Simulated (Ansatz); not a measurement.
Input file:

```yaml
crystal:
  periodic: [false, false, false]
  atoms:
    - {symbol: Si, position_ang: [0.000000, 0.000000, 0.000000]}
    - {symbol: Al, position_ang: [0.000000, 0.000000, 2.397686]}
basis:
  gaussian: {orbitals: cc-pVTZ}
total_charge: 1
magnetization: {spin_polarized: true, initial_magnetization: 2}
hamiltonian: {xc: {name: r2SCAN}}
```

```sh
$ ansatz run in.yaml --threads 1 --pin off --events-out ev --progress --plain --max-ram 2393MiB
```

Log:

```
548 factors; their error is unknown
mean field evaluation 1: about -14458.7500 eV, gradient 1.8e1 eV
mean field evaluation 2: about -14438.7386 eV, gradient 4.1e1 eV
mean field evaluation 4: about -14462.4057 eV, gradient 5.3e0 eV
mean field evaluation 8: about -14462.7132 eV, gradient 1.1e-1 eV
mean field evaluation 16: about -14462.7147 eV, gradient 8.4e-4 eV
mean field evaluation 32: about -14462.5031 eV, gradient 4.0e-4 eV
mean field -14462.71465094 eV, -531.4949602419 hartree, gradient 8.7e-6 eV, S^2 2.039488; 6 other end points of the search recorded, 0 dependent functions left out
reference -14462.71466510 eV, -531.4949607622 hartree; 14, 12 occupied and 54, 56 virtual orbitals, 548 factors
Total energy: -14462.71466510 eV, -531.4949607622 hartree
```

Ran on 1 thread of AMD EPYC 7B13, shared host: 10 s wall, 0.16 GiB peak host memory.
